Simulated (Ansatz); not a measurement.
# BH7N2: the cost of one run

All numbers below are computed with Ansatz 0.2.0 (RKS PBE-D4/def2-SVP).

**1. Starting point**

Bond lengths: N2–H3 1.060 Å, N2–H4 1.060 Å, B1–H5 1.190 Å, B1–N6 1.550 Å, N6–H7 1.060 Å, N6–H8 1.060 Å. Angles: H3–N2–H4 120.0°, H5–B1–N6 120.0°, B1–N6–H7 120.0°, B1–N6–H8 120.0°, H7–N6–H8 120.0°.

Structure file:

```xyz
10

B     0.0000    0.0000    0.0000
N     0.0000    0.0000    1.9000
H    -0.8770   -0.2713    2.4300
H     0.8770    0.2713    2.4300
H     1.0305    0.0000   -0.5950
N    -1.3423    0.0000   -0.7750
H    -2.0112   -0.8164   -0.6764
H    -1.5914    0.8164   -1.4036
H    -0.4335    1.3459    0.4698
H    -0.3569    1.1079    1.3606
```

**2. A restrained relaxation towards end A**

Springs on the bonds that form and break draw the guess towards this end; the thresholds are loose.

File input.yaml:

```yaml
crystal:
  periodic: [false, false, false]
  atoms:
    - { symbol: B, position_ang: [0.0, 0.0, 0.0] }
    - { symbol: "N", position_ang: [0.0, 0.0, 1.9] }
    - { symbol: H, position_ang: [-0.877, -0.2713, 2.43] }
    - { symbol: H, position_ang: [0.877, 0.2713, 2.43] }
    - { symbol: H, position_ang: [1.0305, 0.0, -0.595] }
    - { symbol: "N", position_ang: [-1.3423, 0.0, -0.775] }
    - { symbol: H, position_ang: [-2.0112, -0.8164, -0.6764] }
    - { symbol: H, position_ang: [-1.5914, 0.8164, -1.4036] }
    - { symbol: H, position_ang: [-0.4335, 1.3459, 0.4698] }
    - { symbol: H, position_ang: [-0.3569, 1.1079, 1.3606] }
basis:
  gaussian: { orbitals: def2-SVP }
hamiltonian:
  xc: pbe
  dispersion: d4
relax:
  f_tol: 0.15
  max_steps: 25
  restrain:
    - { distance: [0, 8], at: 2.39, k: 30.0 }
    - { distance: [9, 1], at: 2.26, k: 30.0 }
    - { distance: [0, 1], at: 1.55, k: 30.0 }
    - { distance: [9, 8], at: 0.66, k: 30.0 }
```

Started as:

```sh
> ansatz run input.yaml --threads 1 --pin off --max-ram 2048MiB --backend cpu --events-out ev --progress --plain --runs-dir out
```

What time and memory should one allow on 1 thread of Arm Neoverse V1, shared host?

About 23 s, with a peak of 0.1 GiB.
